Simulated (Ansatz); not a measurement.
**CH₅O (doublet): wave-function methods side by side at distance C1–H5 along a hydrogen transfer = 1.348 Å, cc-pVDZ**

Aim: climb from Hartree-Fock through coupled cluster and multireference methods for CH₅O (doublet) at one geometry and basis, and see what each rung misses.

Method: cc-pVDZ, core rule «outside noble gas», up to 2 orbitals frozen; program: Ansatz 0.2.0, Gaussian basis.

To be run: UHF; CCSD(T) on ROHF; CCSD(T) on UHF; BCCD(T) on ROHF; CISD; CCSDT(Q) on ROHF; CCSDT(Q) on UHF; CASSCF and MRCISD+Q, 3 electrons in 3 orbitals; CASSCF and NEVPT2, 3 electrons in 3 orbitals.

### 1 What is computed

The geometry derives from fragments relaxed apart (PBE0/def2-TZVP) and kept rigid, so it is no stationary point. A hydrogen atom is moved between rigid fragments.

7 atoms, charge 0, spin multiplicity 2.

Atoms are counted from 1 here; the program's logs count them from 0.

Bond lengths: C1–H2 1.090 Å, C1–H3 1.090 Å, C1–H4 1.090 Å, C1–H5 1.348 Å, O6–H7 0.973 Å. Angles: H2–C1–H3 109.5°, H2–C1–H4 109.5°, H2–C1–H5 109.5°, H3–C1–H4 109.5°, H3–C1–H5 109.5°, H4–C1–H5 109.5°.

### 2 UHF

Contents of in.yaml:

```yaml
crystal:
  periodic: [false, false, false]
  atoms:
    - {symbol: C, position_ang: [-1.395711, 0.028666, 0.000000]}
    - {symbol: H, position_ang: [-1.758917, 1.055967, 0.000000]}
    - {symbol: H, position_ang: [-1.758917, -0.484985, 0.889668]}
    - {symbol: H, position_ang: [-1.758917, -0.484984, -0.889669]}
    - {symbol: H, position_ang: [-0.047711, 0.028666, 0.000000]}
    - {symbol: O, position_ang: [1.286289, 0.028666, 0.000000]}
    - {symbol: H, position_ang: [1.538148, -0.911284, 0.000000]}
basis:
  gaussian: {orbitals: cc-pVDZ}
magnetization: {spin_polarized: true, initial_magnetization: 1}
hamiltonian: {xc: hf}
output: {orbitals: {seedname: orbitals}}
```

Command:

```console
$ ansatz run in.yaml --threads 1 --pin off --events-out ev --progress --plain --max-ram 4096MiB --backend cpu
```

After this run come: CCSD(T) on ROHF; CCSD(T) on UHF; BCCD(T) on ROHF; CISD; CCSDT(Q) on ROHF; CCSDT(Q) on UHF; CASSCF and MRCISD+Q, 3 electrons in 3 orbitals; CASSCF and NEVPT2, 3 electrons in 3 orbitals.

**Question.** What will the summary of the whole plan be? Wanted: UCCSDT(Q) below the RHF energy; RMP2 from UCCSDT(Q); UMP2 from UCCSDT(Q); RCCSD from UCCSDT(Q); RCCSD(T) from UCCSDT(Q); UCCSD(T) from UCCSDT(Q); RCCSDT(Q) from UCCSDT(Q); NEVPT2 pair from UCCSDT(Q); MRCISD+Q pair from UCCSDT(Q).

The runs gave:

| quantity | value |
| --- | --- |
| UCCSDT(Q) below the RHF energy | -10.7141 eV |
| RMP2 from UCCSDT(Q) | +1323.0 meV |
| UMP2 from UCCSDT(Q) | +1314.3 meV |
| RCCSD from UCCSDT(Q) | +275.0 meV |
| RCCSD(T) from UCCSDT(Q) | +43.0 meV |
| UCCSD(T) from UCCSDT(Q) | +42.7 meV |
| RCCSDT(Q) from UCCSDT(Q) | +0.4 meV |
| NEVPT2 pair from UCCSDT(Q) | +1139.8 meV |
| MRCISD+Q pair from UCCSDT(Q) | +171.2 meV |
| levels within 1 kcal/mol (43 meV) | RCCSD(T), UCCSD(T), BCCD(T), RCCSDT, UCCSDT, RCCSDT(Q) |
| T1 diagnostic | 0.037 |

In words: RCCSD(T) lands +43.0 meV from the yardstick (0.4 % of the correlation energy). Of the multireference levels listed MRCISD+Q pair comes nearest in total energy (+171.2 meV), which doesn't show that its space is the better one. These misses are within one basis, not against nature; the frozen cores of restricted and unrestricted runs differ, which can shift their rows.
